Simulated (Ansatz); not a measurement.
Geometry optimisation, UKS CAM-B3LYP-D4/def2-SVP (Ansatz 0.2.0).

input.yaml

```yaml
crystal:
  periodic: [false, false, false]
  atoms:
    - { symbol: C, position_ang: [0.1529, 0.7209, -0.10907] }
    - { symbol: B, position_ang: [-0.14097, -0.64406, 0.10579] }
    - { symbol: F, position_ang: [-0.40243, -1.83513, 0.29569] }
    - { symbol: H, position_ang: [0.88593, -0.40733, -0.40247] }
total_charge: 1
magnetization:
  spin_polarized: true
basis:
  gaussian: { orbitals: def2-SVP }
hamiltonian:
  xc: cam_b3lyp
  dispersion: d4
relax:
  f_tol: 0.02
  max_steps: 50
```

Command:

```bash
$ ansatz run input.yaml --threads 1 --pin off --max-ram 2048MiB --backend cpu --events-out ev --progress --plain --runs-dir out
```

Task: Where does it end, and by what steps?

Result: The forces met the threshold. After 10 steps the energy has fallen by 3.343 eV; H4 moved furthest, 1.28 Å. Parted: B2–H4 (1.17 → 2.52 Å).

| step | energy less start (eV) | largest force component (eV/Å) | accepted |
| --- | --- | --- | --- |
| 0 | 0.0000 | 3.737 | yes |
| 1 | -0.5159 | 2.040 | yes |
| 2 | -1.0551 | 1.794 | yes |
| 3 | -1.6989 | 2.369 | yes |
| 4 | -2.1381 | 2.728 | yes |
| 5 | -2.6445 | 2.026 | yes |
| 6 | -2.9292 | 2.156 | yes |
| 7 | -3.2335 | 1.000 | yes |
| 8 | -3.3324 | 1.084 | yes |
| 9 | -3.3431 | 0.092 | yes |
| 10 | -3.3432 | 0.019 | yes |

```xyz
4
Properties=species:S:1:pos:R:3
C 0.571 0.006 -0.273
B -0.281 -1.036 0.194
F -1.020 -1.940 0.599
H 1.225 0.804 -0.631
```

Whether the end is a true minimum wasn't checked by a vibrational analysis.

Time of the run: 100 s on 1 thread of AMD EPYC (Zen 3) (shared host), peak memory 0.14 GiB.
